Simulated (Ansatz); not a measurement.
C3H5NO can be A, `COC#CN`, or B, `COC1=NC1`.

Computed with Ansatz on PBE0-D4/def2-TZVP structures; ΔE is electronic, products minus reactants. CCSD(T)/CBS is the MP2 limit (def2-TZVPP, def2-QZVPP) plus CCSD(T) − MP2 in def2-TZVPP, frozen cores. Functionals use def2-TZVPP. B3LYP here is the variant with VWN-RPA as its local correlation; programs differ in this. One conformer a species, not always the lowest.

A:

```xyz
10

C    -1.787   -0.814    0.676
O    -0.396   -1.088    0.857
C     0.399   -0.285    0.212
C     1.162    0.439   -0.369
N     1.971    1.283   -1.046
H    -2.022    0.192    1.031
H    -2.055   -0.905   -0.379
H    -2.324   -1.555    1.266
H     2.542    1.880   -0.466
H     2.511    0.854   -1.782
```

B:

```xyz
10

C     1.045    1.404    0.093
O    -0.193    0.882   -0.407
C    -0.392   -0.369   -0.089
N     0.132   -1.323    0.524
C    -1.250   -1.501   -0.172
H     1.088    2.440   -0.233
H     1.064    1.346    1.183
H     1.884    0.839   -0.316
H    -1.265   -2.122   -1.065
H    -2.113   -1.594    0.482
```

Task: Which isomer does CCSD(T)/CBS put lower? Give the gap. (Estimate.)

Result: Computed: B, by 53.2 kJ/mol.

Task: Give E(B) − E(A) in kJ/mol with ωB97M-V, PBE-D4, HF/def2-TZVPP, LDA (SPW92), PBE0-D4, B3LYP, CCSD/def2-TZVPP. (Best estimate.)

Result: Computed: ωB97M-V -53.9, PBE-D4 -58.2, HF/def2-TZVPP -38.3, LDA (SPW92) -49.0, PBE0-D4 -56.8, B3LYP -41.6, CCSD/def2-TZVPP -54.5. None reverses the order clearly.

Task: Does the order hold for the free energy at 298.15 K (harmonic terms from PBE0-D4)? (Best estimate.)

Result: Ansatz gave: Yes: G(B) − G(A) = -49.5 kJ/mol, for one conformer each.

Largest T1 diagnostic: 0.013.

From r2SCAN to r2SCAN0 (25 % exact exchange), in def2-TZVPP and without D4, E(B) − E(A) moves by +3.7 kJ/mol. Leaving LDA and LC-ωPBE aside and taking each functional with its dispersion term where it has one, the values, not all of them listed here, spread over 24.9 kJ/mol, from B97M-V to BHLYP-D4. LDA lies +7.6 kJ/mol from PBE without D4.
